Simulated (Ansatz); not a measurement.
The first iterations of a band of BFH2 + F (5 atoms, charge 0, multiplicity 2).

These are results of UKS PBE0-D4/def2-SVP (Ansatz 0.2.0), not measurements.

```yaml
movable_images: 2
climbing_image: no
spring: 5.0 eV/Å²
optimiser: quadratic models (default)
start_path: through a guess of the saddle point
force_threshold: 0.05 eV/Å
iteration_limit: 60
end_points: relaxed
```

First end point:

```xyz
5
Properties=species:S:1:pos:R:3
B 0.000 0.000 -0.125
F 0.000 0.000 1.193
H 1.070 0.000 -0.686
H -1.070 0.000 -0.686
F 0.000 0.000 3.694
```

Last end point:

```xyz
5
Properties=species:S:1:pos:R:3
B -0.123 0.004 0.040
F -0.775 0.049 1.188
H 1.083 -0.016 0.072
H -0.788 -0.016 -0.970
F 0.603 -0.022 3.061
```

| iteration | highest image above the first end (eV) | largest band force component (eV/Å) |
| --- | --- | --- |
| 1 | 1.311 | 8.443 |
| 2 | 0.402 | 3.738 |
| 3 | 0.261 | 1.740 |

**Question.** Does the band converge within its limit, and where does its top end?

**Answer.** The run converged. It ended after 10 iterations with the highest image 0.000 eV above the first end. The highest image is an end point: on this band no image between the ends rises above it. So few images can step over the top or miss a turn of the path.

Time of the run: 60 s on 1 thread of Arm Neoverse V2, on a shared host, peak memory 0.12 GiB.
